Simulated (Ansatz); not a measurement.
in.yaml

```yaml
crystal:
  periodic: [false, false, false]
  atoms:
    - {symbol: Ga, position_ang: [0.000000, 0.000000, 3.084457]}
    - {symbol: Be, position_ang: [0.000000, 0.000000, -0.862543]}
    - {symbol: H, position_ang: [0.000000, 0.000000, -2.221913]}
basis:
  gaussian: {orbitals: cc-pVDZ}
correlation: {method: fci, electrons: outside_noble_gas}
```

```sh
$ ansatz run in.yaml --threads 1 --pin off --events-out ev --progress --plain --max-ram 2393MiB
```

The program prints:

```
848 factors; integrals over basis functions are off by at most 2.4e-7 eV
mean field evaluation 1: about -52742.8453 eV, gradient 1.1e1 eV
mean field evaluation 2: about -52742.9005 eV, gradient 1.1e1 eV
mean field evaluation 4: about -52744.4861 eV, gradient 1.5e0 eV
mean field evaluation 8: about -52744.5122 eV, gradient 2.1e-3 eV
mean field evaluation 16: about -52742.2240 eV, gradient 5.8e0 eV
mean field -52744.51220046 eV, -1938.3250718524 hartree, gradient 3.3e-7 eV, S^2 0.000000; 1 other end points of the search recorded, 0 dependent functions left out; unrestricted orbitals would lower it
mean field evaluation 32: about -52745.0093 eV, gradient 1.5e0 eV
15 core orbitals not correlated: weight in the atoms' cores, before any rotation towards them, 1.000 or more for the frozen orbitals, at most 0.000 for the correlated occupied ones
reference -52744.51220046 eV, -1938.3250718524 hartree; 3, 3 occupied and 28, 28 virtual orbitals, 848 factors
state -52747.81660995 eV, -1938.4465066613 hartree
Total energy: -52747.81660995 eV, -1938.4465066613 hartree
```

Ran on 1 thread of Arm Neoverse V1, shared host: 31 s wall, 0.51 GiB peak host memory.
